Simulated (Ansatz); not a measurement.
We consider 2H MoS₂, described by LDA (PAW; Ansatz, a first-principles code).

Run with plane-wave cutoff 520 eV, 12×12×4 k mesh (along the axes of the cell as run), perturbation theory, force constants from a 6×6×2 q mesh, no spin polarisation, scalar-relativistic PAW data made under PBE.

Computed at the level's own relaxed cell.

Harmonic phonon frequencies (cm⁻¹; i marks an imaginary mode; at Γ without the LO shift):

| q point | frequencies |
|---|---|
| Γ | 0 0 0 35 35 55 288 288 290 290 389 389 389 389 409 414 471 475 |
| A | 25 25 25 25 39 39 289 289 289 289 389 389 389 389 411 411 474 474 |
| K | 185 185 189 189 236 239 330 330 339 342 342 343 379 379 386 388 401 401 |

No imaginary mode appears at these points.
